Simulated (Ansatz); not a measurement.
Two shapes of doublet B₂H₆(+).

Shape 1:

```xyz
8

B     0.3576   -0.0309    0.8153
B    -0.3568    0.0197   -0.8222
H    -0.3691    0.8838    0.1847
H     0.3550   -0.9029   -0.1860
H    -0.2824   -0.4750    1.7215
H     1.4668    0.3869    0.9688
H    -1.4638   -0.3962   -0.9949
H     0.2947    0.4703   -1.7167
```

Shape 2:

```xyz
8

B     0.6999    0.4492    0.2905
B    -0.6999   -0.4492   -0.2905
H    -0.1338    0.6730   -0.7182
H     0.1338   -0.6730    0.7182
H     0.5426    1.3052    1.1220
H     1.7879    0.1905   -0.1546
H    -1.7879   -0.1905    0.1546
H    -0.5426   -1.3052   -1.1220
```

Basis set: def2-SVP (spherical functions). Charge 1, multiplicity 2.

Computed with Ansatz (development build ahead of 0.2.0); each method stands on the lowest determinant of its kind that the runs found.

(1) Which shape is lower in energy, and by how much in each method?

## Answers

(1)

```tsv
method	E(2) − E(1) (eV)
UHF	-0.069
PBE0 (unrestricted)	-0.092
```

Shape 2 is lower. Caution for UHF: the determinant breaks the point group.
